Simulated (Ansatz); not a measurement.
The input, for Ansatz 0.2.0:

```yaml
crystal:
  periodic: [false, false, false]
  atoms:
    - {symbol: As, position_ang: [0.000000, 0.000000, 0.000000]}
    - {symbol: Be, position_ang: [0.000000, 0.000000, 1.867000]}
basis:
  gaussian: {orbitals: def2-mTZVP}
total_charge: 1
magnetization: {spin_polarized: false, initial_magnetization: 2}
hamiltonian: {xc: hf}
output: {orbitals: {seedname: orbitals}}
```

```sh
$ ansatz run in.yaml --threads 1 --pin off --events-out ev --progress --plain --max-ram 2393MiB
```

Output:

```
519 factors; integrals over basis functions are off by at most 1.9e-4 eV
mean field evaluation 1: about -61183.8509 eV, gradient 1.2e1 eV
mean field evaluation 2: about -61183.8521 eV, gradient 1.2e1 eV
mean field evaluation 4: about -61184.4001 eV, gradient 1.3e0 eV
mean field evaluation 8: about -61184.4239 eV, gradient 3.0e-3 eV
mean field -61184.42393553 eV, -2248.4861073387 hartree, gradient 1.5e-5 eV, S^2 2.000000; 0 other end points of the search recorded, 0 dependent functions left out
reference -61184.42393553 eV, -2248.4861073387 hartree; 19, 17 occupied and 28, 30 virtual orbitals, 519 factors
Total energy: -61184.42393553 eV, -2248.4861073387 hartree
```

Ran on 1 thread of Arm Neoverse V2, shared host: 0.36 s wall, 0.08 GiB peak host memory.
